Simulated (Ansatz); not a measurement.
A displaced shape of doublet CHO:

```yaml
atoms:
  - { symbol: C, position_ang: [0.0278, 0.5251, -0.3122] }
  - { symbol: H, position_ang: [-0.0466, 1.5053, 0.2106] }
  - { symbol: O, position_ang: [-0.0151, -0.5725, 0.2627] }
```

It was optimised with HF/def2-SVP in Ansatz (development build ahead of 0.2.0) to forces under 0.001 eV/Å, with unrestricted orbitals. Each step stands on the lowest determinant of that kind that the program's search found.

(1) What shape does it relax to, and how does the optimisation go?

Results:

(1)

```yaml
atoms:
  - { symbol: C, position_ang: [0.0251, 0.4945, -0.2823] }
  - { symbol: H, position_ang: [-0.0456, 1.4959, 0.2036] }
  - { symbol: O, position_ang: [-0.0134, -0.5325, 0.2397] }
```

Bond lengths: C1–H2 1.115 Å, C1–O3 1.153 Å. Angles: H2–C1–O3 126.9°.

```json
{"step": "1", "E − E(start) (eV)": "0.0000", "largest force (eV/Å)": "6.4949"}
{"step": "2", "E − E(start) (eV)": "-0.3674", "largest force (eV/Å)": "1.0376"}
{"step": "3", "E − E(start) (eV)": "-0.3732", "largest force (eV/Å)": "0.2862"}
{"step": "4", "E − E(start) (eV)": "-0.3739", "largest force (eV/Å)": "0.0305"}
{"step": "5", "E − E(start) (eV)": "-0.3739", "largest force (eV/Å)": "0.0139"}
{"step": "6", "E − E(start) (eV)": "-0.3739", "largest force (eV/Å)": "0.0012"}
{"step": "7", "E − E(start) (eV)": "-0.3739", "largest force (eV/Å)": "0.0001"}
```

The optimisation ended after 7 steps with its threshold met.
